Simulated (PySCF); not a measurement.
Compound: NH3 (charge +1 and doublet state).
Structure used (GFN2-xTB), in Å, numbered top down from 1:
```xyz
4
NH3 angstrom
N      0.0025    0.0012   -0.0056
H      1.0078   -0.2132   -0.0177
H     -0.6856   -0.7625    0.0066
H     -0.3144    0.9792   -0.0062
```

The species is `[NH3+]` [radical] (charge +1).

Computed, not measured: UKS B3LYP, pcH-1 on H N, non-relativistic, mean-field spin-orbit, GIAO in PySCF. Isolated species at its GFN2-xTB geometry, gas phase. A GFN2-xTB geometry isn't a minimum of the functional, and hyperfine couplings can be far from their values at a DFT geometry, by a factor of two or more for some ions and for spin on atoms past the first row.

(1) What is the g tensor, term by term?

(2) What effective moment and Curie constant follow for a powder?

(3) How much does each term add to the isotropic shift?

(4) In a frozen sample, at which fields do the three g values resonate at 9.5, 34, 94 and 263 GHz (hyperfine left aside), and which band first spreads them over more than twice a line width of 0.5 mT?

Results:

(1) 
```csv
Δg (ppm),1,2,3
relativistic mass correction,-222,-222,-222
gauge correction,8,57,57
orbital Zeeman/spin–orbit,14,1748,1749
total,-200,1583,1584
```

So g = 2.00212, 2.00390, 2.00390 and g_iso = 2.00331; the tensor is axial. Axes: g1 is normal to the molecular plane.

(2) With the mean of g² = 4.0132 and S(S+1) = 0.75: μ_eff = √(⟨g²⟩S(S+1)) = 1.735 μB and χT = 0.12505·⟨g²⟩·S(S+1) = 0.376 cm³ K/mol (cgs; spin-Hamiltonian part alone).

(3) The orbital-Zeeman/spin–orbit term 1171, the mass correction -222 and the gauge correction 40 ppm, for a total of 989 ppm. The orbital-Zeeman/spin–orbit term is the largest in size. The mass correction is the same along every axis, so the anisotropy comes from the other two: their spans along these axes are 49 (gauge) and 1734 ppm (orbital Zeeman/spin–orbit).

(4) 
```
band    GHz  B(g3) mT  B(g2) mT  B(g1) mT  spread mT
   X    9.5    338.72    338.72    339.02       0.30
   Q   34.0   1212.25   1212.25   1213.33       1.08
   W   94.0   3351.50   3351.50   3354.49       2.99
   J  263.0   9377.08   9377.08   9385.43       8.35
```

The spread grows in proportion to the frequency. Q band is the first where it exceeds 1.0 mT.

The largest Mulliken spin population is on N1 (+1.10). The angles at N1 add up to 360.0°, so it is planar; its axial dipolar tensor and the negative couplings of its protons fit spin in a p orbital normal to that plane.

The HOMO–LUMO gaps are 12.84 eV among the α and 10.03 eV among the β orbitals.
